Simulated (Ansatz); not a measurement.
Rhombohedral A7 Sb, treated with r²SCAN+SOC in Ansatz (plane waves, PAW).

Run with plane-wave cutoff 560 eV, 16×16×16 k mesh, Fermi–Dirac smearing 0.05 eV, PAW data made under PBE.

Cell (relaxed at this level):

Space group R-3m, hexagonal axes (No. 166); a = b = 4.3433 Å, c = 11.6261 Å, α = β = 90.00°, γ = 120.00°

| atom | site | symmetry | x | y | z |
|---|---|---|---|---|---|
| Sb | 6c | 3m | 0.0000 | 0.0000 | 0.2313 |
(The calculation used a cell of 2 atoms; values per cell refer to that cell.)

Problem. Estimate the bulk modulus and pressure derivative B′ of the bulk modulus that the calculation returns.

Solution. 
- bulk modulus: 27.5 GPa
- pressure derivative B′ of the bulk modulus: 9.4

The run finds no gap.

Measured, for comparison: bulk modulus 39.5 GPa (copied from a table, unchecked, extrapolated to 0 K and zero-point effects removed; as tabulated in Lejaeghere et al. (2013), arXiv:1204.2733). Computed (rounded) less measured: bulk modulus not scored (unchecked).

Note: the cell comes from a level without a dispersion term, which matters for the spacing of layers, chains or molecules; the bulk modulus comes from volumes at which shape and atoms were relaxed.

Computed values are for the static lattice.

Cost on a shared machine: around 5 core-hours (rough).

Ansatz is a program for electronic structure.
